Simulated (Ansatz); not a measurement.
Ansatz (an electronic-structure program) input (BHLYP/def2-TZVPD):

Ansatz 0.2 input:
```yaml
crystal:
  periodic: [false, false, false]
  atoms:
    - {symbol: Li, position_ang: [-0.00000000, -0.00000000, -1.22205568]}
    - {symbol: F, position_ang: [0.00000000, 0.00000000, 0.40735189]}
basis:
  gaussian:
    orbitals: def2-TZVPD
hamiltonian:
  xc: {name: BHLYP}
total_charge: -1
magnetization: {spin_polarized: true, initial_magnetization: 1}
output: {forces: true}
```

Output:

```
Functional definition: BHLYP
integrals: 0.01 GiB planned
384 factors; their error is unknown
mean field: 0.12 GiB planned
mean field evaluation 1: about -2899.8326 eV, gradient 7.4e1 eV
mean field evaluation 2: about -2897.6879 eV, gradient 1.0e2 eV
mean field evaluation 4: about -2923.4699 eV, gradient 2.3e0 eV
mean field evaluation 8: about -2923.5750 eV, gradient 4.5e-2 eV
mean field evaluation 16: about -2923.5750 eV, gradient 4.9e-5 eV
mean field -2923.57499710 eV, -107.4393994732 hartree, gradient 4.9e-5 eV, S^2 0.750028; 3 other end points of the search recorded, 0 dependent functions left out
the calculation of the forces begins
reference -2923.57514451 eV, -107.4394048905 hartree; 7, 6 occupied and 50, 51 virtual orbitals, 384 factors
Total energy: -2923.57514451 eV, -107.4394048905 hartree
Atom 0 at    -0.000000    -0.000000    -1.222056 Å, force     0.000000     0.000000     0.098416 eV/Å
Atom 1 at     0.000000     0.000000     0.407352 Å, force    -0.000000     0.000000    -0.098416 eV/Å
Dipole moment:    -0.000000    -0.000000     1.281142 e Å
```
